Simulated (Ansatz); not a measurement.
Molecule: C$_{3}$H$_{2}$N, charge -1, multiplicity 1. It need not be the lowest isomer of its formula. Whether it binds its extra electron was not tested at this geometry. SMILES: [CH-]=CC#N
Coordinates optimised at B3LYP-D3(BJ)/def2-TZVP (Ansatz, a quantum-chemistry and plane-wave program):
```xyz
6

C     -0.3053    -1.7073     0.0220
C      0.4959    -0.6067    -0.0002
C     -0.0356     0.7222    -0.0071
H      0.3663    -2.5946     0.0224
H      1.5977    -0.5930    -0.0150
N     -0.4134     1.8197    -0.0137
```
Charge -1, spin multiplicity 1.

Parts of the frozen-core correlation energy in cc-pVTZ (Ansatz, hartree). Frozen orbitals: 4; correlated occupied orbitals by spin: 10 and 10; virtual: 134 and 134. Spin-orbit coupling is left out. No relativistic terms.

```
term                            value
-------------------------  ----------
reference (HF)             -169.19225
MP2 opposite-spin                   …
MP2 same-spin                       …
CCSD correlation                    …
(T)                          -0.03616
T1 diagnostic                   0.017
largest doubles amplitude       0.083
```

Some entries are withheld; supply them.


- MP2 opposite-spin, value: -0.49300
- MP2 same-spin, value: -0.16362
- CCSD correlation, value: -0.67106
